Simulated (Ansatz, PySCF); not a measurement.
Pair of molecules: C2H4 (SMILES C=C) (first 6 atoms) with C2H4 (SMILES C=C); geometry from A24 set.
(charge 0, multiplicity 1):
```xyz
12

H      0.92445    -1.23172    -1.90619
H     -0.92445    -1.23172    -1.90619
H     -0.92445     1.23172    -1.90619
H      0.92445     1.23172    -1.90619
C      0.00000     0.66729    -1.90557
C      0.00000    -0.66729    -1.90557
H      0.00000     1.23345     2.82932
H      0.00000     1.22547     0.97776
H      0.00000    -1.22547     0.97776
H      0.00000    -1.23345     2.82932
C      0.00000    -0.66712     1.90601
C      0.00000     0.66712     1.90601
```

Interaction energies are E(AB) − E(A) − E(B) at the monomers' geometry in the complex; basis-set methods are counterpoise corrected.

Cores are frozen in the correlated methods. Rows in 6-31G* carry no dispersion term and start afresh at each structure (6-31G* with six Cartesian d functions). MP2/6-31G* freezes PySCF's default core.

Programs: Ansatz (an electronic-structure program); PySCF for 6-31G* rows, the dispersion terms. Each number belongs to the level named beside it.

Question: What interaction energy does CCSD/aug-cc-pVDZ give?

Answer: -0.6 kcal/mol

Question: Estimate the interaction energy that PBE-D4/def2-TZVPPD returns for this input.

Answer: -1.4 kcal/mol

Question: Give the interaction energy at the level MP2/6-31G*.

Answer: -0.2 kcal/mol
